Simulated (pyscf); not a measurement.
Single points on ωB97X-D3(BJ)/def2-SVP structures (PySCF, gas phase).

### Question
Estimate the classical barrier height and the reaction energy of `[OH][SiH2][PH][SiH3]` + `[H][H]` → `[SiH3][PH][SiH3]` + `[OH2]` at B3LYP-D3(BJ)/def2-TZVP. The step runs on the singlet surface, breaks O–Si, H–H and forms H–Si, H–O; take the separated reactants as zero.

### Answer
ΔE‡ = 2.22 eV, ΔE = +0.74 eV. ωB97M-D3(BJ)/def2-TZVP gives 2.19 eV and +0.72 eV. Zero-point energy shifts the barrier by +0.11 eV. It is a four-centre exchange, with an imaginary mode of 1305i cm⁻¹. HO–SiH₂–PH–SiH₃ lies 0.80 eV over its isomer H₃Si–O–SiH₂–PH₂ (electronic energy, ωB97M-D3(BJ)/def2-TZVP). This is the saddle that the search found; another between the same sides may lie lower.
